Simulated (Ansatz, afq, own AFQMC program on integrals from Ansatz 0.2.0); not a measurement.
## Where AFQMC and coupled cluster stand for O, quintet

A free O atom.

Basis aug-cc-pVTZ. Noble-gas cores (and the filled d shells of Ga–Kr and In–Xe) are frozen. Ansatz 0.2.0 and our own AFQMC program on the same integrals; the CISD trial comes from CCSD amplitudes, and released means the phaseless constraint is let go. Free AFQMC starts from the CCSD state and is never constrained. Its projection time is finite, and what remains of the start isn't in its error. Error bars are statistical, one sigma.

Determinant: UHF, the one that the program's search chose, which needn't be the lowest solution.

No full CI on the walks' own integrals is used here; CCSDT(Q) serves as the reference and is uncertain by about the last step of the cluster series.

Cautions: another spin lies lower (by 9.61 eV).

```
T1 diagnostic                               : 0.0061
weight of the determinant in the CISD state : 0.968
⟨S²⟩ of the determinant                     : 6.003
size of the correlated space                : 6 electrons in 45 orbitals
```

Reference: CCSDT(Q), correlation energy -3.449 eV. The released energy is read at 2.40 1/Eh (meV from the phaseless value at times in 1/Eh: -1.3 ± 0.7 at 0.24, -1.8 ± 0.6 at 0.51, -3.4 ± 0.5 at 0.99, -3.8 ± 0.8 at 1.62, -2.6 ± 0.7 at 2.40).

| level | E − E(reference) (kcal/mol) | share of correlation (%) |
| --- | --- | --- |
| HF | 79.53 | 0.00 |
| MP2 | 11.88 | 85.07 |
| CCSD | 1.72 | 97.84 |
| CCSD(T) | 0.22 | 99.72 |
| CCSDT | 0.03 | 99.97 |
| ph-AFQMC/HF | 0.83 ± 0.21 | 98.95 |
| ph-AFQMC/CISD | 0.06 ± 0.02 | 99.92 |
| released AFQMC | 0.00 ± 0.02 | 100.00 |
| free AFQMC | -0.01 ± 0.02 | 100.02 |

Free projections are given only where their last times agree within the noise and don't stop above the reference; a slow remainder of the start can still hide under it. A walk keeps the symmetry of its determinant, which the program's search chose and which needn't be the lowest solution, so a lower state of the same spin and another symmetry isn't excluded. Released energies are given only where the last usable release times agree within the noise; a slower fall can still hide under it.
